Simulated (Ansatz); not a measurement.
# CH5B (triplet): the correlation ladder at distance B1–H4 along a hydrogen transfer = 1.770 Å, cc-pVDZ

Aim: climb from Hartree-Fock through coupled cluster and multireference methods for CH5B (triplet) at one geometry and basis, and see what each rung misses.

Program: Ansatz 0.2.0, Gaussian basis. Level of theory: cc-pVDZ, core rule «outside noble gas», up to 2 orbitals frozen. These are calculated values, not measurements.

Plan: UHF; CCSD(T) on ROHF; CCSD(T) on UHF; BCCD(T) on ROHF; CISD; CCSDT(Q) on ROHF; CCSDT(Q) on UHF; CASSCF and NEVPT2, 4 electrons in 4 orbitals.

7 further runs of the same task are left out: 6 that didn't finish, 1 set aside as unsound or not needed.

### Step 1. The geometry

The geometry derives from fragments relaxed apart (PBE0/def2-TZVP) and kept rigid, so it is no stationary point. A hydrogen atom is moved between rigid fragments.

7 atoms, charge 0, spin multiplicity 3.

Atoms are counted from 1 here; the program's logs count them from 0.

Bond lengths: B1–H2 1.193 Å, B1–H3 1.193 Å, H4–C5 1.186 Å, C5–H6 1.079 Å, C5–H7 1.079 Å. Angles: H2–B1–H3 120.0°, H4–C5–H6 112.6°, H4–C5–H7 112.6°, H6–C5–H7 134.8°.

Geometry (Å):

```xyz
7
CH5B
B    -1.5390    0.0000    0.0000
H    -2.1358    1.0336    0.0000
H    -2.1358   -1.0336    0.0000
H     0.2310    0.0000    0.0000
C     1.4170    0.0000    0.0000
H     1.8315    0.0000    0.9962
H     1.8315    0.0000   -0.9962
```

### Step 2. UHF

Input file in.yaml:

```yaml
crystal:
  periodic: [false, false, false]
  atoms:
    - {symbol: B, position_ang: [-1.539018, 0.000000, 0.000000]}
    - {symbol: H, position_ang: [-2.135751, 1.033571, 0.000000]}
    - {symbol: H, position_ang: [-2.135751, -1.033571, 0.000000]}
    - {symbol: H, position_ang: [0.230982, 0.000000, 0.000000]}
    - {symbol: C, position_ang: [1.416982, 0.000000, 0.000000]}
    - {symbol: H, position_ang: [1.831450, 0.000000, 0.996161]}
    - {symbol: H, position_ang: [1.831450, 0.000000, -0.996161]}
basis:
  gaussian: {orbitals: cc-pVDZ}
magnetization: {spin_polarized: true, initial_magnetization: 2}
hamiltonian: {xc: hf}
output: {orbitals: {seedname: orbitals}}
```

Run with:

```console
> ansatz run in.yaml --threads 1 --pin off --events-out ev --progress --plain --max-ram 2393MiB
```

The runs that follow: CCSD(T) on ROHF; CCSD(T) on UHF; BCCD(T) on ROHF; CISD; CCSDT(Q) on ROHF; CCSDT(Q) on UHF; CASSCF and NEVPT2, 4 electrons in 4 orbitals.

**Question.** What will the summary of the whole plan be? Wanted: UCCSDT(Q) below the RHF energy; RMP2 from UCCSDT(Q); UMP2 from UCCSDT(Q); RCCSD from UCCSDT(Q); RCCSD(T) from UCCSDT(Q); UCCSD(T) from UCCSDT(Q); RCCSDT(Q) from UCCSDT(Q); NEVPT2 pair from UCCSDT(Q); T1 diagnostic.

As calculated:

| quantity | value |
| --- | --- |
| UCCSDT(Q) below the RHF energy | -7.0553 eV |
| RMP2 from UCCSDT(Q) | +30.78 kcal/mol |
| UMP2 from UCCSDT(Q) | +30.94 kcal/mol |
| RCCSD from UCCSDT(Q) | +3.74 kcal/mol |
| RCCSD(T) from UCCSDT(Q) | +0.70 kcal/mol |
| UCCSD(T) from UCCSDT(Q) | +0.71 kcal/mol |
| RCCSDT(Q) from UCCSDT(Q) | +0.02 kcal/mol |
| NEVPT2 pair from UCCSDT(Q) | +30.49 kcal/mol |
| levels within 1 kcal/mol (43 meV) | RCCSD(T), UCCSD(T), BCCD(T), RCCSDT, UCCSDT, RCCSDT(Q) |
| T1 diagnostic | 0.020 |

RCCSD(T) lands +0.70 kcal/mol from the yardstick (0.4 % of the correlation energy). These misses are within one basis, not against nature; the frozen cores of restricted and unrestricted runs differ, which can shift their rows.
